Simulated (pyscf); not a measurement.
Elementary routes open to CH₄ (SMILES C) + H₂N–ZnH (SMILES [NH2][ZnH]) in the gas phase (singlet surface):
A. H₃C–ZnH (SMILES [CH3][ZnH]) + NH₃ (SMILES N) (C–H, N–Zn broken; C–Zn, H–N formed)
B. H₃C–Zn–NH₂ (SMILES [CH3][Zn][NH2]) + H₂ (SMILES [H][H]) (C–H, H–Zn broken; C–Zn, H–H formed)

Optimised with ωB97X-D3(BJ)/def2-SVP in PySCF.

### Question
Rank the routes by free-energy barrier at 1200 K, lowest first, for ωB97M-D3(BJ)/def2-TZVP energies (ideal gas, 1 atm, RRHO with modes under 100 cm⁻¹ raised to 100, one conformer, R ln 2 for chiral ones without a mode under 150 cm⁻¹).

### Answer
A (69.8 kcal/mol), B (87.7 kcal/mol)

Route A is the fastest of these, ahead of the next by 17.9 kcal/mol. The most stable products are those of B (ΔG = +7.4 kcal/mol), whose barrier is 17.9 kcal/mol higher: the kinetic and the thermodynamic product differ. At 298 K A is still the fastest. A: On the product side the descent ends in an adduct with a N–Zn contact, 11.2 kcal/mol under the separated species and 37.1 kcal/mol under the saddle at ωB97X-D3(BJ)/def2-TZVP. Only these routes are compared; each barrier is that of the saddle found, and lower ones may exist. Elements up to Kr have no core potential and no relativistic terms here.
